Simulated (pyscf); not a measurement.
HO–SiH₂–F (SMILES O[SiH2]F) + H• (SMILES [H]) → F–SiH₂• (SMILES F[SiH2]) + H₂O (SMILES O), a substitution at O (doublet surface; O–Si broken, H–O formed). Optimised with ωB97X-D3(BJ)/def2-SVP in PySCF. Correlated levels are frozen-core, on RHF or UHF. ΔMP2 is the change of the MP2 total energy from the triple- to the quadruple-zeta basis. Energies in kJ/mol from the separated reactants.

Small-basis levels: PySCF, no dispersion term, spherical d functions. Open shells are spin-unrestricted. 

Task: In single points HF/STO-3G puts the saddle at 175.3 kJ/mol and the reaction energy at -1.9 kJ/mol. Should these be trusted to within a few kcal/mol? Compare with CCSD(T)/def2-TZVPP + ΔMP2(QZVPP).

Result: CCSD(T)/def2-TZVPP + ΔMP2(QZVPP) gives ΔE‡ = 138.5 kJ/mol and ΔE = +48.8 kJ/mol. HF/STO-3G lies 36.9 kJ/mol over it in the barrier and 50.7 kJ/mol under it in the reaction energy, so on this step it does not hold to within 12.6 kJ/mol. CCSD(T)/def2-TZVPP + ΔMP2(QZVPP) has limits of its own. The same reactants have a lower exit, to HO–SiH•–F + H₂ (barrier +28.5 kJ/mol at ωB97M-D3(BJ), against +133.4 kJ/mol here). One saddle was located; it need not be the lowest between these sides. The angle at the attacked O is 137°. The CCSD(T) − MP2 part came from Ansatz, without density fitting, on the same reference.
